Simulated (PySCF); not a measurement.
CF4, triplet, at the geometry of the source list (a higher spin typed on purpose: for a closed-shell molecule this is an excited state); PySCF with HF/def2-SV(P).

Here is a job for PySCF.
```python
from pyscf import gto, scf

mol = gto.M(
    atom='''
F    -0.036500   -1.030700   -0.814500
C     0.000000    0.000000   -0.000000
F    -0.138600    1.109300   -0.690800
F    -0.977100   -0.097100    0.873400
F     1.152200    0.018400    0.631800
''',
    basis='def2-sv(p)',
    charge=0,
    spin=2,
    verbose=4,
)

mf = scf.UHF(mol)
mf.kernel()
mf.analyze()
```

Q: Predict the main parts of the log of this PySCF run.

A: 
```
PySCF version 2.14.0

[INPUT] verbose = 4
[INPUT] num. atoms = 5
[INPUT] num. electrons = 42
[INPUT] charge = 0
[INPUT] spin (= nelec alpha-beta = 2S) = 2
[INPUT] symmetry False subgroup None
[INPUT] Mole.unit = angstrom
[INPUT] Symbol           X                Y                Z      unit          X                Y                Z       unit  Magmom
[INPUT]  1 F     -0.036500000000  -1.030700000000  -0.814500000000 AA   -0.068975003547  -1.947740716589  -1.539181928458 Bohr   0.0
[INPUT]  2 C      0.000000000000   0.000000000000   0.000000000000 AA    0.000000000000   0.000000000000   0.000000000000 Bohr   0.0
[INPUT]  3 F     -0.138600000000   1.109300000000  -0.690800000000 AA   -0.261916040865   2.096273189980  -1.305422806850 Bohr   0.0
[INPUT]  4 F     -0.977100000000  -0.097100000000   0.873400000000 AA   -1.846451396313  -0.183492406695   1.650486797195 Bohr   0.0
[INPUT]  5 F      1.152200000000   0.018400000000   0.631800000000 AA    2.177342440724   0.034770960692   1.193928965500 Bohr   0.0

nuclear repulsion = 206.817744353436
number of shells = 30
number of NR pGTOs = 120
number of NR cGTOs = 70
basis = def2-sv(p)
ecp = {}

******** <class 'pyscf.scf.uhf.UHF'> ********
method = UHF
initial guess = minao
damping factor = 0
level_shift factor = 0
DIIS = <class 'pyscf.scf.diis.CDIIS'>
diis_start_cycle = 1
diis_space = 8
diis_damp = 0
SCF conv_tol = 1e-09
SCF conv_tol_grad = None
SCF max_cycles = 50
direct_scf = True
direct_scf_tol = 1e-13
number electrons alpha = 22  beta = 20
Set gradient conv threshold to 3.16228e-05
init E= -436.122608198217

cycle= 1 E= -434.456504322751  delta_E= 1.67  |g|= 0.63  |ddm|= 8.24

cycle= 2 E= -434.57842586026  delta_E= -0.122  |g|= 0.361  |ddm|= 2.06

cycle= 3 E= -434.622040094721  delta_E= -0.0436  |g|= 0.0621  |ddm|= 0.462

cycle= 4 E= -434.628890171175  delta_E= -0.00685  |g|= 0.047  |ddm|= 0.601

cycle= 5 E= -434.634525476684  delta_E= -0.00564  |g|= 0.04  |ddm|= 0.618

cycle= 6 E= -434.642095605551  delta_E= -0.00757  |g|= 0.0378  |ddm|= 0.92

cycle= 7 E= -434.650124546338  delta_E= -0.00803  |g|= 0.0337  |ddm|= 1.08

cycle= 8 E= -434.654530836352  delta_E= -0.00441  |g|= 0.0352  |ddm|= 0.55

cycle= 9 E= -434.653055864127  delta_E= 0.00147  |g|= 0.0334  |ddm|= 0.138

cycle= 10 E= -434.656813814469  delta_E= -0.00376  |g|= 0.0278  |ddm|= 1.42

cycle= 11 E= -434.655660189807  delta_E= 0.00115  |g|= 0.0269  |ddm|= 0.322

cycle= 12 E= -434.657023465508  delta_E= -0.00136  |g|= 0.00715  |ddm|= 0.789

cycle= 13 E= -434.657129174323  delta_E= -0.000106  |g|= 0.00434  |ddm|= 0.11

cycle= 14 E= -434.657186106886  delta_E= -5.69e-05  |g|= 0.00392  |ddm|= 0.0865

cycle= 15 E= -434.657176740175  delta_E= 9.37e-06  |g|= 0.00341  |ddm|= 0.0301

cycle= 16 E= -434.657125248033  delta_E= 5.15e-05  |g|= 0.0033  |ddm|= 0.0716

cycle= 17 E= -434.657131221226  delta_E= -5.97e-06  |g|= 0.0012  |ddm|= 0.056

cycle= 18 E= -434.657131373252  delta_E= -1.52e-07  |g|= 0.000659  |ddm|= 0.00954

cycle= 19 E= -434.657132236641  delta_E= -8.63e-07  |g|= 0.000435  |ddm|= 0.00705

cycle= 20 E= -434.657132884848  delta_E= -6.48e-07  |g|= 0.000345  |ddm|= 0.00723

cycle= 21 E= -434.65713352519  delta_E= -6.4e-07  |g|= 0.000312  |ddm|= 0.00518

cycle= 22 E= -434.657133899189  delta_E= -3.74e-07  |g|= 0.000323  |ddm|= 0.00092

cycle= 23 E= -434.657133756335  delta_E= 1.43e-07  |g|= 0.000322  |ddm|= 0.00146

cycle= 24 E= -434.657133761119  delta_E= -4.78e-09  |g|= 0.000322  |ddm|= 0.000159

cycle= 25 E= -434.657133750231  delta_E= 1.09e-08  |g|= 0.000318  |ddm|= 0.000727

cycle= 26 E= -434.657134319888  delta_E= -5.7e-07  |g|= 0.000177  |ddm|= 0.00548

cycle= 27 E= -434.657134581417  delta_E= -2.62e-07  |g|= 9.89e-05  |ddm|= 0.00337

cycle= 28 E= -434.65713468367  delta_E= -1.02e-07  |g|= 6.29e-05  |ddm|= 0.00296

cycle= 29 E= -434.657134696299  delta_E= -1.26e-08  |g|= 3.45e-05  |ddm|= 0.000802

cycle= 30 E= -434.657134699133  delta_E= -2.83e-09  |g|= 2.7e-05  |ddm|= 0.000341

cycle= 31 E= -434.657134704122  delta_E= -4.99e-09  |g|= 2.33e-05  |ddm|= 0.000608

cycle= 32 E= -434.657134706099  delta_E= -1.98e-09  |g|= 2.08e-05  |ddm|= 0.00036

cycle= 33 E= -434.657134707543  delta_E= -1.44e-09  |g|= 1.79e-05  |ddm|= 0.000251

cycle= 34 E= -434.657134709205  delta_E= -1.66e-09  |g|= 9.99e-06  |ddm|= 0.000407

cycle= 35 E= -434.657134709533  delta_E= -3.28e-10  |g|= 6.56e-06  |ddm|= 0.000179

Extra cycle  E= -434.657134709649  delta_E= -1.17e-10  |g|= 6.35e-06  |ddm|= 3.08e-05
converged SCF energy = -434.657134709649  <S^2> = 2.0420055  2S+1 = 3.0278741
**** SCF Summaries ****
Total Energy =                        -434.657134709649199
Nuclear Repulsion Energy =             206.817744353436439
One-electron Energy =                -1017.050572380541325
Two-electron Energy =                  375.575693317455716
Two-electron Coulomb Energy =          420.958498517122223
DFT Exchange-Correlation Energy =      -45.382805199666507
**** MO energy ****
                             alpha | beta                alpha | beta
MO #1   energy= -26.414059948628   | -26.3757556606725  occ= 1 | 1
MO #2   energy= -26.4140208962049  | -26.3757085914328  occ= 1 | 1
MO #3   energy= -26.4138571598422  | -26.3755508348425  occ= 1 | 1
MO #4   energy= -26.3646409726238  | -26.3659424917702  occ= 1 | 1
MO #5   energy= -11.5013353443517  | -11.4677247397333  occ= 1 | 1
MO #6   energy= -1.82437267539737  | -1.7549382039879   occ= 1 | 1
MO #7   energy= -1.71850798295969  | -1.63608412794221  occ= 1 | 1
MO #8   energy= -1.71840688037664  | -1.6100939786812   occ= 1 | 1
MO #9   energy= -1.66805663953911  | -1.61001027820797  occ= 1 | 1
MO #10  energy= -1.04133361752171  | -0.986025244655894 occ= 1 | 1
MO #11  energy= -0.92894034754271  | -0.8729483288687   occ= 1 | 1
MO #12  energy= -0.928933386029061 | -0.872879404370585 occ= 1 | 1
MO #13  energy= -0.919095273392285 | -0.864785696039541 occ= 1 | 1
MO #14  energy= -0.81803013409407  | -0.740404402883555 occ= 1 | 1
MO #15  energy= -0.817992625518241 | -0.740326766079423 occ= 1 | 1
MO #16  energy= -0.782306678448546 | -0.71648561986484  occ= 1 | 1
MO #17  energy= -0.782242642933192 | -0.6912708100228   occ= 1 | 1
MO #18  energy= -0.774644371917365 | -0.691208128344839 occ= 1 | 1
MO #19  energy= -0.742039887181369 | -0.558956128529672 occ= 1 | 1
MO #20  energy= -0.70332530080739  | -0.558918944115797 occ= 1 | 1
MO #21  energy= -0.703290171439908 | -0.226439645296935 occ= 1 | 0
MO #22  energy= -0.0537275908008423 | 0.360417426368409  occ= 1 | 0
MO #23  energy= 0.365811249831413  | 0.438316271128962  occ= 0 | 0
MO #24  energy= 0.38700436381733   | 0.438326152963737  occ= 0 | 0
MO #25  energy= 0.387025902269118  | 0.474782839460314  occ= 0 | 0
MO #26  energy= 0.520775559637481  | 0.585738742024291  occ= 0 | 0
MO #27  energy= 0.623548638505421  | 0.660470440597409  occ= 0 | 0
MO #28  energy= 0.642484585069315  | 0.66049246858195   occ= 0 | 0
MO #29  energy= 0.642496916180611  | 0.741276347119876  occ= 0 | 0
MO #30  energy= 1.26413997334067   | 1.32023105221769   occ= 0 | 0

To work with the spin densities directly, `use mulliken_meta_spin()` only printing them here.

 ** Mulliken spin pop alpha/beta on meta-lowdin orthogonal AOs **
 ** Mulliken Spin Density (per AO)  **
spin_pop of  0 F 1s       -0.00000
spin_pop of  0 F 2s        0.03699
spin_pop of  0 F 3s        0.00062
spin_pop of  0 F 2px       0.06087
spin_pop of  0 F 2py       0.15956
spin_pop of  0 F 2pz       0.20706
spin_pop of  0 F 3px       0.00012
spin_pop of  0 F 3py       0.00086
spin_pop of  0 F 3pz      -0.00003
spin_pop of  0 F 3dxy      0.00042
spin_pop of  0 F 3dyz     -0.00014
spin_pop of  0 F 3dz^2     0.00010
spin_pop of  0 F 3dxz      0.00005
spin_pop of  0 F 3dx2-y2   -0.00004
spin_pop of  1 C 1s       -0.00000
spin_pop of  1 C 2s        0.26292
spin_pop of  1 C 3s        0.03166
spin_pop of  1 C 2px       0.30325
spin_pop of  1 C 2py      -0.05439
spin_pop of  1 C 2pz       0.05319
spin_pop of  1 C 3px       0.00813
spin_pop of  1 C 3py      -0.00368
spin_pop of  1 C 3pz      -0.00013
spin_pop of  1 C 3dxy     -0.00086
spin_pop of  1 C 3dyz     -0.00194
spin_pop of  1 C 3dz^2    -0.00118
spin_pop of  1 C 3dxz      0.00289
spin_pop of  1 C 3dx2-y2    0.00185
spin_pop of  2 F 1s       -0.00000
spin_pop of  2 F 2s        0.03696
spin_pop of  2 F 3s        0.00062
spin_pop of  2 F 2px       0.07245
spin_pop of  2 F 2py       0.12222
spin_pop of  2 F 2pz       0.23306
spin_pop of  2 F 3px       0.00006
spin_pop of  2 F 3py       0.00134
spin_pop of  2 F 3pz      -0.00045
spin_pop of  2 F 3dxy      0.00045
spin_pop of  2 F 3dyz     -0.00011
spin_pop of  2 F 3dz^2     0.00008
spin_pop of  2 F 3dxz      0.00001
spin_pop of  2 F 3dx2-y2   -0.00004
spin_pop of  3 F 1s       -0.00000
spin_pop of  3 F 2s        0.03696
spin_pop of  3 F 3s        0.00062
spin_pop of  3 F 2px       0.01521
spin_pop of  3 F 2py       0.35946
spin_pop of  3 F 2pz       0.05298
spin_pop of  3 F 3px       0.00163
spin_pop of  3 F 3py      -0.00191
spin_pop of  3 F 3pz       0.00123
spin_pop of  3 F 3dxy     -0.00001
spin_pop of  3 F 3dyz     -0.00002
spin_pop of  3 F 3dz^2     0.00052
spin_pop of  3 F 3dxz     -0.00005
spin_pop of  3 F 3dx2-y2   -0.00005
spin_pop of  4 F 1s        0.00000
spin_pop of  4 F 2s        0.00600
spin_pop of  4 F 3s        0.00321
spin_pop of  4 F 2px      -0.00246
spin_pop of  4 F 2py      -0.00415
spin_pop of  4 F 2pz      -0.00364
spin_pop of  4 F 3px      -0.00001
spin_pop of  4 F 3py      -0.00017
spin_pop of  4 F 3pz      -0.00012
spin_pop of  4 F 3dxy      0.00001
spin_pop of  4 F 3dyz     -0.00001
spin_pop of  4 F 3dz^2     0.00000
spin_pop of  4 F 3dxz     -0.00002
spin_pop of  4 F 3dx2-y2   -0.00002
 ** Mulliken Spin Density (per atom)  **
spin density of  0 F =      0.46643
spin density of  1 C =      0.60174
spin density of  2 F =      0.46664
spin density of  3 F =      0.46657
spin density of  4 F =     -0.00138
 ** Mulliken pop alpha/beta on meta-lowdin orthogonal AOs **
 ** Mulliken pop       alpha | beta **
In total            22.00000 | 20.00000
 ** Mulliken atomic charges   ( Nelec_alpha | Nelec_beta ) **
charge of  0F =     -0.11208  (     4.78925      4.32283 )
charge of  1C =      0.64440  (     2.97867      2.37693 )
charge of  2F =     -0.11174  (     4.78919      4.32255 )
charge of  3F =     -0.11180  (     4.78919      4.32262 )
charge of  4F =     -0.30877  (     4.65369      4.65508 )
Dipole moment(X, Y, Z, Debye):  0.50318,  0.00987,  0.27701
```
